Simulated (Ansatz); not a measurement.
What does this script print? It uses Ansatz 0.2.0, Python API.

`ch3f2no.py`
```python
import ansatz
from ase import Atoms

atoms = Atoms(["N", "C", "O", "F", "F", "H", "H", "H"], positions=[
    (-0.0412, 1.164, 0.0047),
    (0.2506, -0.1514, -0.2315),
    (-0.5771, -0.982, 0.5292),
    (0.1461, -0.4744, -1.5211),
    (1.5357, -0.3887, 0.0854),
    (-0.0011, 1.3522, 0.9936),
    (-1.0561, 1.2619, -0.2007),
    (-0.1648, -1.8388, 0.2846),
])

first = (
    ansatz.Crystal.molecule_from_ase(atoms).calculation()
    .basis(gaussian="def2-SVP")
    .functional("r2scan")
    .relax(force_tolerance=0.02, max_steps=80)
)
atoms.positions = first.run(threads=1, pin="off").report["positions_ang"]

start = atoms.get_dihedral(2, 1, 0, 5)
energies = {}
for turn in range(0, 360, 30):
    turned = atoms.copy()
    turned.set_dihedral(2, 1, 0, 5, start + turn, indices=[0, 5, 6])
    model = (
        ansatz.Crystal.molecule_from_ase(turned).calculation()
        .basis(gaussian="def2-SVP")
        .functional("r2scan")
    )
    energies[round((start + turn) % 360)] = model.run(threads=1, pin="off").report["free_energy_ev"]
floor = min(energies.values())
print("dihedral O2-C1-N0-H5 (deg)   E - E(min) (kJ/mol)")
for angle, e in sorted(energies.items()):
    print(f"{angle:8d} {96.485332 * (e - floor):14.3f}  " + "#" * int(30 * (e - floor) / max(max(energies.values()) - floor, 1e-9)))
```

```console
$ python ch3f2no.py
dihedral O2-C1-N0-H5 (deg)   E - E(min) (kJ/mol)
      29          3.169  ########
      59          0.000
      89          3.140  ########
     119          7.223  ###################
     149          5.327  ##############
     179          3.322  ########
     209          7.329  ###################
     239         11.123  ##############################
     269          7.495  ####################
     299          3.410  #########
     329          5.273  ##############
     359          7.187  ###################
```

The scan is rigid and the energies are electronic, in a modest basis. With rigid groups the curve can differ much from the relaxed path, the start wasn't checked as a minimum of this torsion, and equivalent turns needn't return to the same energy. Hardware and time: 70 s on 1 thread of Intel(R) Xeon(R) Processor @ 2.30GHz, with other jobs on the host, peak memory 0.28 GiB.
